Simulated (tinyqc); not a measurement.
Worked calculation: UKS/LDA (VWN5) in the sto-3g basis, for H2O, spin multiplicity 3. One step of it, computed by the program tinyqc.

Question. Iteration 2: DIIS coefficients. Solve [B -1; -1 0][c; lambda] = [0; -1] for the coefficients, which sum to one.

B (overlaps of the stored error matrices):
```
                1               2
1   3.5196902e-01  -7.6846545e-02
2  -7.6846545e-02   1.3329205e-01
```

Give: DIIS coefficients.

Answer.

DIIS coefficients: 0.329  0.671
